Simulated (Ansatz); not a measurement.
Ideal-gas functions of CHN, SMILES `C#N` at 298.15 K and 1 bar, from an Ansatz frequency run at PBE0-D4/def2-TZVP.

Molar mass 27.03 g/mol, point group C∞v (symmetry number 1), electronic degeneracy 1, moments of inertia 11.243 u Å². Harmonic wavenumbers (cm⁻¹, unscaled): 776, 776, 2223, 3457.

Use S(trans) = R[1.5 ln M + 2.5 ln T − 1.1517]; rotational temperatures θ = 24.2544 K / I; S(rot) = R[ln(T/σθ) + 1]; for each mode x = 1.438777 ν̃/T, S = R[x/(eˣ − 1) − ln(1 − e⁻ˣ)] and H = RT x/(eˣ − 1); 1 cm⁻¹ = 0.0119627 kJ/mol; R = 8.31446 J/(mol·K).

**Question.** By hand: the entropy, in J/(mol·K).

**Answer.** Translation 150.0. Rotation: θ = 2.1573 K, giving 49.3. Vibration, mode by mode: 0.95, 0.95, 0.00, 0.00, in all 1.9. Electronic 0.0. Sum 201.2 J/(mol·K).

**Question.** By hand: H − E and G − E in kJ/mol, counted from the electronic energy.

**Answer.** Zero-point energy ½ × 7232 × 0.0119627 = 43.3; thermal vibration 0.5; translation, rotation and pV give 3.5 RT = 8.7. H − E = 52.5 kJ/mol, and G − E = 52.5 − 298.15 × 201.2/1000 = -7.5 kJ/mol.

Vibration gives 1 % of the entropy; all modes have x over 3 and are hardly excited.
